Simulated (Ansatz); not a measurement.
Consider the atomization: `CC=N` → 2 C• + 5 H• + N•.

Gas-phase electronic energies from Ansatz, PBE0-D4/def2-TZVP geometries. CCSD(T)/CBS adds triple-zeta CCSD(T) − MP2 to the extrapolated MP2 energy (def2 sets, frozen cores). This one scheme is used for every species, atoms too. Functionals use def2-TZVPP. B3LYP here is the variant with VWN-RPA as its local correlation; programs differ in this. No spin–orbit coupling; open shells (•) take unrestricted orbitals. Spin–orbit coupling would lower the free atoms: a little for C. One conformer a species, not always the lowest.

(1) What is ΔE at CCSD(T)/CBS? (Best estimate.)

(2) What do these levels give: PBE-D4, revPBE-D4, B3LYP-D4, r2SCAN0-D4, ωB97X-V, PBE-QIDH, revPBE, BLYP, PBE0, BHLYP, MP2/def2-QZVPP, SCS-MP2/def2-QZVPP? (Best estimate.)

(3) What do rigid-rotor, harmonic-oscillator terms from PBE0-D4/def2-TZVP frequencies (298.15 K, 1 bar) make of the CCSD(T)/CBS value? (An estimate is asked.)

Largest T1 diagnostic among the species: 0.012.

Results:

(1) Computed: +738.4 kcal/mol.

(2) The calculation gave: PBE-D4 759.4, revPBE-D4 741.5, B3LYP-D4 743.5, r2SCAN0-D4 726.5, ωB97X-V 740.6, PBE-QIDH 733.4, revPBE 733.1, BLYP 740.0, PBE0 741.4, BHLYP 716.4, MP2/def2-QZVPP 738.2, SCS-MP2/def2-QZVPP 741.4 kcal/mol.

(3) Computed: ΔZPE = -43.1 kcal/mol, ΔH = +704.1 kcal/mol, ΔS = 780 J/(mol·K), ΔG = +648.4 kcal/mol. Open shells count their whole term as degenerate.

From BLYP to BHLYP (50 % exact exchange), in def2-TZVPP and without D4, ΔE moves by −23.6 kcal/mol: exact exchange takes away binding that semilocal exchange gives to molecules. In def2-TZVPP, CCSD(T) changes the Hartree–Fock value by +190.5 kcal/mol (the triples alone add +11.1 kcal/mol) and MP2 by +198.0 kcal/mol; breaking electron pairs costs correlation energy, which Hartree–Fock lacks. At CCSD(T), def2-SVP lies −35.6 kcal/mol from the extrapolated value and def2-TZVPP −18.7 kcal/mol: correlation converges slowly with the basis, and small sets miss more of it in the bonded molecule than in its fragments.

For atomizations the MP2-based limit and the directly extrapolated one differ by several kJ/mol either way, and by 10 to 25 for some Ge, Se and Sn compounds, so smaller differences from it don't rank the levels.
